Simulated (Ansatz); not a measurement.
**C3H5Cl: up Jacob's ladder to CCSD(T)**

The task here is to estimate one member of a computed series from the others.

Method: functionals in def2-TZVPP, the program's frozen cores in correlated methods; program: Ansatz 0.2.0, Gaussian basis.

Plan: LDA (SPW92), PBE-D4, revPBE-D4, BLYP-D4, r2SCAN-D4, B97M-V, PBE0-D4, B3LYP-D4, r2SCANh-D4, r2SCAN0-D4, HSE06-D4, BHLYP-D4, CAM-B3LYP-D4, LC-ωPBE, ωB97X-V, ωB97M-V, B2PLYP, PBE-QIDH; CCSD(T)/def2-SVP; CCSD(T)/def2-TZVPP; MP2/def2-QZVPP; extrapolation to the limit; RPA on PBE.

### The relaxed structure

All runs share one geometry, relaxed beforehand with PBE0-D4 in a triple-zeta def2 set.

SMILES `C/C=C\Cl`, 9 atoms, charge 0, spin multiplicity 1.

Atoms are counted from 1 here; the program's logs count them from 0.

Bond lengths: C1–C2 1.491 Å, C1–H5 1.094 Å, C1–H6 1.094 Å, C1–H7 1.090 Å, C2–C3 1.324 Å, C2–H8 1.086 Å, C3–Cl4 1.724 Å, C3–H9 1.081 Å. Angles: C2–C1–H5 111.1°, C2–C1–H6 111.0°, C2–C1–H7 111.4°, H5–C1–H6 106.7°, H5–C1–H7 108.3°, H6–C1–H7 108.3°, C1–C2–C3 125.6°, C1–C2–H8 118.6°, C3–C2–H8 115.8°, C2–C3–Cl4 122.8°, C2–C3–H9 123.8°, Cl4–C3–H9 113.4°.

Set-up of the first run:

Contents of in.yaml:

```yaml
crystal:
  periodic: [false, false, false]
  atoms:
    - {symbol: C, position_ang: [-0.032110, 0.963734, -0.618222]}
    - {symbol: C, position_ang: [0.566177, -0.193845, 0.106879]}
    - {symbol: C, position_ang: [-0.109597, -1.142076, 0.737066]}
    - {symbol: Cl, position_ang: [-1.831574, -1.171197, 0.809167]}
    - {symbol: H, position_ang: [-0.690413, 0.625554, -1.423420]}
    - {symbol: H, position_ang: [-0.643944, 1.573628, 0.052431]}
    - {symbol: H, position_ang: [0.737846, 1.601045, -1.051915]}
    - {symbol: H, position_ang: [1.647916, -0.287199, 0.133625]}
    - {symbol: H, position_ang: [0.355700, -1.969664, 1.254400]}
basis:
  gaussian: {orbitals: def2-TZVPP}
hamiltonian: {xc: lda}
output: {orbitals: {seedname: orbitals}}
```

The run is started by

```sh
> ansatz run in.yaml --threads 4 --pin off --events-out ev --progress --plain --max-ram 10444MiB
```

Steps of the session up to this table: LDA; PBE-D4 (GGA); revPBE-D4 (GGA); BLYP-D4 (GGA); r2SCAN-D4 (meta-GGA); B97M-V (meta-GGA); B3LYP-D4 (hybrid); r2SCANh-D4 (hybrid); r2SCAN0-D4 (hybrid); HSE06-D4 (hybrid); BHLYP-D4 (hybrid); CAM-B3LYP-D4 (range-separated); LC-ωPBE (range-separated); ωB97X-V (range-separated); ωB97M-V (range-separated); B2PLYP (double hybrid); PBE-QIDH (double hybrid).

One table of the session follows, with a row left open; its other results are not shown here.

It belongs to the step «Frontier levels by functional». 

```
  functional  HOMO (eV)  gap (eV)
 LDA (SPW92)      -6.16      4.95
      PBE-D4      -6.01      5.01
   revPBE-D4      -5.95      5.04
     BLYP-D4      -5.85      4.99
   r2SCAN-D4      -6.22      5.43
      B97M-V      -6.25      5.54
     PBE0-D4      -7.16      7.16
    B3LYP-D4      -6.94      6.70
  r2SCANh-D4      -6.65      6.22
  r2SCAN0-D4      -7.30      7.41
    HSE06-D4      -6.76      6.37
    BHLYP-D4          ?         ?
CAM-B3LYP-D4      -8.47      9.62
     LC-ωPBE      -9.85     12.15
     ωB97X-V      -9.47     11.70
     ωB97M-V      -9.35     11.47
```

**Question.** Estimate the row for BHLYP-D4.

Worked estimate for «HOMO (eV)». Against the share of exact exchange, BLYP-D4 (0, -5.85), B3LYP-D4 (0.2, -6.94) give a slope of -5.45 per unit share; at 0.5 the line stands at -8.57.

The run gave: HOMO (eV): -8.16; gap (eV): 9.26. In «HOMO (eV)» the line misses by -0.41.
